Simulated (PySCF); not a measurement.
**CH2BCl (SMILES B[C]Cl): UPBE/cc-pVTZ**

Aim: the vertical ionisation energy of CH2BCl at UPBE/cc-pVTZ, from 2 runs. Input form: a Python script.

The results are computed with PySCF 2.14.0.

## Step 1: The system as given

The species is CH2BCl (5 atoms), meant as a triplet with charge 0. As SMILES, `B[C]Cl`. Geometry: relaxed at GFN2-xTB.

Bond lengths: B1–C2 1.474 Å, C2–Cl3 1.628 Å, B1–H4 1.177 Å, B1–H5 1.169 Å. Angles: B1–C2–Cl3 141.8°, C2–B1–H4 120.1°, C2–B1–H5 119.8°, H4–B1–H5 120.1°.

## Step 2: The energy at UPBE/cc-pVTZ

Input file run.py:

```python
from pyscf import gto, dft

molecule = gto.M(
    atom='''
B      0.782687     0.263371    -0.892933
C     -0.921128     0.530786     1.293952
Cl    -2.779088    -1.101937     3.123679
H      1.087972    -1.730177    -1.832600
H      1.829557     2.037956    -1.692117
''',
    unit='bohr',
    basis='cc-pvtz',
    charge=0,
    max_memory=1860,
    verbose=3,
    spin=2,
)

calc0 = dft.UKS(molecule)
calc0.xc = 'pbe'
calc0.conv_tol = 1e-10
calc0.grids.level = 6
calc0.kernel()
if not calc0.converged:
    calc0 = calc0.newton().run(calc0.mo_coeff, calc0.mo_occ)

e_tot = calc0.e_tot
print('E = %.10f Eh' % e_tot)
```

Started as:

```sh
$ OMP_NUM_THREADS=1 python run.py
```

Standard output:

```text
WARN: HOMO -0.193234832494316 >= LUMO -0.238101191187564

converged SCF energy = -523.978980318154  <S^2> = 2.0051349  2S+1 = 3.0034213
E = -523.9789803182 Eh
```

It took 49 s on 1 thread of Arm Neoverse V1, shared host; peak memory 0.69 GiB.

## Step 3: The doublet cation at the same level

Input file input.xyz:

```xyz
5
CH2BCl
B      0.414180     0.139370    -0.472520
C     -0.487440     0.280880     0.684730
Cl    -1.470630    -0.583120     1.652980
H      0.575730    -0.915570    -0.969770
H      0.968160     1.078440    -0.895430
```

Input file calc.py:

```python
from pyscf import gto, dft

mol = gto.M(
    atom='input.xyz',
    verbose=3,
    max_memory=1860,
    charge=1,
    basis='cc-pvtz',
    spin=1,
)

mf = dft.UKS(mol, xc='pbe')
mf.grids.level = 6
mf.conv_tol = 1e-10
mf.kernel()
if not mf.converged:
    mf = mf.newton().run(mf.mo_coeff, mf.mo_occ)

e_tot = mf.e_tot
print('E(%s) = %.9f' % ('PBE', e_tot))
```

Started as:

```sh
$ OMP_NUM_THREADS=1 python calc.py
```

Standard output:

```text
WARN: HOMO -0.238101166899957 >= LUMO -0.238101166899956

converged SCF energy = -523.652677819375  <S^2> = 0.7556704  2S+1 = 2.0056624
E(PBE) = -523.652677819
```

Run time: 55 s. Hardware: 1 thread of Arm Neoverse V1, shared host; peak memory 0.69 GiB.

## Step 4: Outcome

Level: UPBE/cc-pVTZ.

```
                                          quantity          value
                      triplet CH2BCl: total energy  -523.97898 Eh
                     triplet CH2BCl: dipole moment         1.09 D
triplet CH2BCl: HOMO energy (highest over α and β)       -5.35 eV
 triplet CH2BCl: LUMO energy (lowest over α and β)       -4.71 eV
                              triplet CH2BCl: ⟨S²⟩          2.005
                      doublet cation: total energy  -523.65268 Eh
doublet cation: HOMO energy (highest over α and β)      -13.40 eV
 doublet cation: LUMO energy (lowest over α and β)      -12.34 eV
                              doublet cation: ⟨S²⟩          0.756
vertical ionisation energy (to the doublet cation)       8.879 eV
```

What this shows: The vertical ionisation energy comes to 8.88 eV (857 kJ/mol). Mulliken charges (triplet CH2BCl) run from -0.11 on B1 to +0.10 on Cl3. Mulliken charges (doublet cation) run from +0.06 on B1 to +0.46 on Cl3.
